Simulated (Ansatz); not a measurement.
# SiH3S radical: single points off equilibrium

Aim: energy, forces and dipole at a structure displaced at random from a GFN2-xTB minimum, from CCSD(T) and from density functionals.

Program: Ansatz 0.2.0, Gaussian basis. Level of theory: single points in def2-TZVPP. These are calculated values, not measurements.

Correlated methods freeze the cores. Orbitals are unrestricted.

### Step 1. The starting structure

SMILES `[SiH2]S`, 5 atoms, charge 0, spin multiplicity 2.

Atoms are counted from 1 here; the program's logs count them from 0.

Bond lengths: Si1–S2 2.117 Å, Si1–H3 1.403 Å, Si1–H4 1.551 Å, S2–H5 1.354 Å. Angles: S2–Si1–H3 108.6°, S2–Si1–H4 101.6°, H3–Si1–H4 117.9°, Si1–S2–H5 99.2°.

Geometry (Å):

```xyz
5

Si   -0.1499   -0.6997   -0.2780
S     0.2286    1.3832   -0.3016
H    -0.0576   -1.1571    1.0454
H    -1.5324   -0.7735   -0.9769
H     1.3967    1.3980    0.3831
```

### Step 2. CCSD(T)/def2-TZVPP

Contents of run/in.yaml:

```yaml
crystal:
  periodic: [false, false, false]
  atoms:
    - {symbol: Si, position_ang: [-0.149900, -0.699700, -0.278000]}
    - {symbol: S, position_ang: [0.228600, 1.383200, -0.301600]}
    - {symbol: H, position_ang: [-0.057600, -1.157100, 1.045400]}
    - {symbol: H, position_ang: [-1.532400, -0.773500, -0.976900]}
    - {symbol: H, position_ang: [1.396700, 1.398000, 0.383100]}
basis:
  gaussian: {orbitals: def2-TZVPP}
magnetization: {spin_polarized: true, initial_magnetization: 1}
correlation: {method: ccsd_t}
scf: {omitted_lower_state_checks: [cluster_reference]}
output: {forces: true}
```

No record of the launch command was kept for these runs.

### Step 3. PBE0-D4/def2-TZVPP

Changes to run/in.yaml since step 2:

```diff
@@ -11,4 +11,3 @@
 magnetization: {spin_polarized: true, initial_magnetization: 1}
-correlation: {method: ccsd_t}
-scf: {omitted_lower_state_checks: [cluster_reference]}
-output: {forces: true}
+hamiltonian: {xc: pbe0, dispersion: d4}
+output: {forces: true, orbitals: {seedname: orbitals}}
```

### Step 4. wB97M-V/def2-TZVPP

Changes to run/in.yaml since step 3:

```diff
@@ -11,3 +11,3 @@
 magnetization: {spin_polarized: true, initial_magnetization: 1}
-hamiltonian: {xc: pbe0, dispersion: d4}
-output: {forces: true, orbitals: {seedname: orbitals}}
+hamiltonian: {xc: {name: wB97M-V}}
+output: {forces: true}
```

### Step 5. r2SCAN-D4/def2-TZVPP

Changes to run/in.yaml since step 4:

```diff
@@ -11,3 +11,3 @@
 magnetization: {spin_polarized: true, initial_magnetization: 1}
-hamiltonian: {xc: {name: wB97M-V}}
+hamiltonian: {xc: r2scan, dispersion: d4}
 output: {forces: true}
```

### Step 6. PBE-D4/def2-TZVPP

Changes to run/in.yaml since step 5:

```diff
@@ -11,3 +11,3 @@
 magnetization: {spin_polarized: true, initial_magnetization: 1}
-hamiltonian: {xc: r2scan, dispersion: d4}
+hamiltonian: {xc: pbe, dispersion: d4}
 output: {forces: true}
```

### Step 7. revPBE-D4/def2-TZVPP

Changes to run/in.yaml since step 6:

```diff
@@ -11,3 +11,3 @@
 magnetization: {spin_polarized: true, initial_magnetization: 1}
-hamiltonian: {xc: pbe, dispersion: d4}
+hamiltonian: {xc: {name: revPBE}, dispersion: d4}
 output: {forces: true}
```

### Step 8. LC-wPBE/def2-TZVPP

Changes to run/in.yaml since step 7:

```diff
@@ -11,3 +11,3 @@
 magnetization: {spin_polarized: true, initial_magnetization: 1}
-hamiltonian: {xc: {name: revPBE}, dispersion: d4}
+hamiltonian: {xc: {name: LC-wPBE}}
 output: {forces: true}
```

(Steps that only read results are left out.)

Before running it: what results should come out? Wanted: energy less free atoms, CCSD(T)/def2-TZVPP; RMS force component; RMS force error; HOMO and LUMO, PBE0-D4; T1 diagnostic.

**Answer**, as computed:

| quantity | value |
| --- | --- |
| energy less free atoms, CCSD(T)/def2-TZVPP | -12.973 eV |
| RMS force component | 0.816 to 0.855 eV/Å over the methods |
| RMS force error | PBE0-D4 0.086, wB97M-V 0.046, r2SCAN-D4 0.072, PBE-D4 0.183, revPBE-D4 0.195, LC-wPBE 0.142 eV/Å |
| HOMO and LUMO, PBE0-D4 | -5.95 and -2.46 eV |
| T1 diagnostic | 0.016 |

What this shows: Against CCSD(T) the functionals' energies less atoms differ by -0.604 to -0.189 eV, PBE-D4 by -0.474 eV. CCSD(T) in triple zeta still lacks some correlation energy of the bonds, so part of these gaps is its own basis error and they don't rank the functionals. On forces the order runs from wB97M-V to revPBE-D4.
